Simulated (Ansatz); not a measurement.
# CH2N2, SMILES N#CN: an active-space calculation

Program: Ansatz's Python interface.

`cas.py`:
```python
"""Active-space calculation on CH2N2."""

import ansatz as az
from rdkit import Chem
from rdkit.Chem import AllChem

# start geometry from RDKit
rd = Chem.AddHs(Chem.MolFromSmiles("N#CN"))
AllChem.EmbedMolecule(rd, randomSeed=136)
AllChem.UFFOptimizeMolecule(rd)
molecule = az.Crystal.molecule()
for atom, xyz in zip(rd.GetAtoms(), rd.GetConformer().GetPositions()):
    molecule = molecule.atom(atom.GetSymbol(), xyz.round(5).tolist())

base = (
    molecule.calculation()
    .basis(gaussian="6-31G*")
    .scf(lower_state_search="light")
    .correlation(active_electrons=6, active_orbitals=6)
)
for method in [None]:
    summary = (base if method is None else base.correlation(method)).run(threads=1, pin="off").report
    space = summary["configurations"]
    state = space["states"][0]
    print(method or "casscf", f"total {summary['free_energy_ev'] / 27.211386246:.6f} Ha, active-space state {state['energy']['hartree']:.6f} Ha, mean field {summary['reference_energy_ev'] / 27.211386246:.6f} Ha")
    print("  determinants", state["n_determinants"], " natural occupations", [round(n, 3) for n in space["natural_occupations"]])
```

```console
$ python cas.py
casscf total -148.014087 Ha, active-space state -148.014087 Ha, mean field -147.896305 Ha
  determinants 400  natural occupations [1.98, 1.947, 1.941, 0.058, 0.053, 0.02]
```

Notes:
- The settings weren't tested for convergence.
- The geometry is a force-field or estimated start, not a minimum of this method, and the basis set is short of its limit. The active space starts as a window about the frontier orbitals and is then optimised, not chosen by chemistry.
- It ran for 1 s on 1 thread of Arm Neoverse V2 (shared host), peak memory 0.21 GiB.
